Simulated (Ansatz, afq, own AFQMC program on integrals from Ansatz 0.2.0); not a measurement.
Two steps: Ansatz 0.2.0 writes the Fock matrix and Cholesky factors of the valence space, and afq projects on them the lowest state that overlaps trial and start.

```yaml
crystal:
  periodic: [false, false, false]
  atoms:
    - {symbol: Os, position_ang: [0.000000, 0.000000, 0.000000]}
basis:
  gaussian: {orbitals: def2-TZVP}
magnetization: {spin_polarized: true, initial_magnetization: 4}
correlation: {method: ccsd_t, electrons: outside_noble_gas, hamiltonian_folder: ham}
```

```sh
$ ansatz run in.yaml --threads 1 --pin off --events-out ev --progress --plain --max-ram 24576MiB --backend cuda --devices 0, --max-vram 18GiB
```

Options of the walk:

```
--method free --trial cisd --walkers 4000 --time-step 0.03 --max-blocks 4000 --target-error 0.0002 --factor-cut 1e-05 --seed 4145 --times 0,0.3,0.6,1.2,1.8,2.4,3.6,4.8,6 --taylor-order 8
```

Times are imaginary, in 1/Eh. The walk had a cap of 61 s. Core potentials past Kr, no spin–orbit coupling.

afq prints:

```
orbitals 36  electrons 6 2  factors 236 of 236
reference energy -89.83664361 Eh
CCSD correlation -0.14681372 Eh in 12 cycles, weight of the determinant in the CISD state 0.9195
repeat  energy at the last time / Eh  error
    10  -89.987820  0.000117
    20  -89.987837  0.000063
    30  -89.987891  0.000052
time / (1/Eh)  energy / Eh  error  mean overlap
  0.00  -89.983453  0.000015  1.0875
  0.30  -89.985793  0.000022  1.0867
  0.60  -89.986682  0.000024  1.0864
  1.20  -89.987330  0.000026  1.0870
  1.80  -89.987551  0.000025  1.0898
  2.40  -89.987662  0.000031  1.0902
  3.60  -89.987766  0.000034  1.0927
  4.80  -89.987792  0.000054  1.0930
  6.00  -89.987915  0.000055  1.0872
energy -89.987915 +/- 0.000055 Eh
```

The run passed its tests (error under three times the target), which doesn't prove that it has relaxed.

Against this walk (error 1.5 meV) on the same determinant: CCSD(T) 21.1 meV higher, CCSDT(Q) 2.5 meV higher (within the noise). The error is statistical, and a free projection of finite length keeps a remainder of its start. The last points still move (meV from the last: 9.9 ± 0.7 at 1.80, 6.9 ± 0.8 at 2.40, 4.0 ± 0.9 at 3.60, 3.3 ± 1.5 at 4.80, 0.0 ± 1.5 at 6.00), but the last one has reached CCSDT(Q) within the noise or passed it, so little can be left to fall.

Cautions: remainder of the start not in the error; no spin-orbit coupling; outer-core shells of the metal frozen; the determinant is a saddle point among determinants of its kind.

The walk took 47 s on 1 × NVIDIA H100 80GB HBM3 with 2 threads of AMD EPYC 7R13 Processor (Zen 3), with other jobs on the host (the card was shared). The log's last line is the free-projection energy.

CCSDT and higher add their correlation energy to the determinant of the CCSD(T) run, since their own runs factorise the integrals more tightly (a shift of under 2 meV). A walk keeps the symmetry of its determinant, which the program's search chose and which needn't be the lowest solution, so a lower state of the same spin and another symmetry isn't excluded.
